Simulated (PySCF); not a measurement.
C₄H₃OS (charge -1).
Structure used (PBE0-D3(BJ)/def2-SVP), in Å, numbered top down from 1:
```xyz
9
C4H3OS angstrom
S      2.841   -0.685    0.007
C      1.185   -0.312   -0.002
C      0.468    0.885    0.000
C     -0.921    0.563   -0.012
C     -0.996   -0.799   -0.021
O      0.250   -1.334   -0.015
H      0.926    1.872    0.009
H     -1.765    1.255   -0.014
H     -1.827   -1.503   -0.028
```

Level: PBE0/pcSseg-1 in PySCF, non-relativistic, on one gas-phase PBE0-D3(BJ)/def2-SVP geometry that isn't relaxed in the solvent. The solvent is an IEF-PCM continuum (Bondi radii, 1.10 Å for H, scaled by 1.2). Only the electrostatic response of the medium enters.

```csv
run,E − E(gas) (kJ/mol),HOMO (eV),HOMO–LUMO gap (eV)
gas,0.00,0.05,5.16
P,-246.64,-4.50,5.54
Q,-124.41,-2.32,5.32
```

Task: The runs were made in acetone and cyclohexane. Which run belongs to which solvent?

Result: P = acetone, Q = cyclohexane. The dielectric constants are 2.017 (cyclohexane), 20.49 (acetone), and the energy falls further as ε rises. In this model the ground state sees the solvent through ε alone.

Task: How constant is the ratio of the lowering to 1 − 1/ε?

Result: 
| solvent | 1 − 1/ε | E − E(gas) (kJ/mol) | ratio (kJ/mol) | polarisation term (kJ/mol) |
| --- | --- | --- | --- | --- |
| cyclohexane | 0.504 | -124.41 | -246.8 | -126.73 |
| acetone | 0.951 | -246.64 | -259.3 | -260.53 |

The ratio changes by +5.1 % in size from cyclohexane to acetone. The polarisation term is half the interaction of the solute with the induced surface charges.
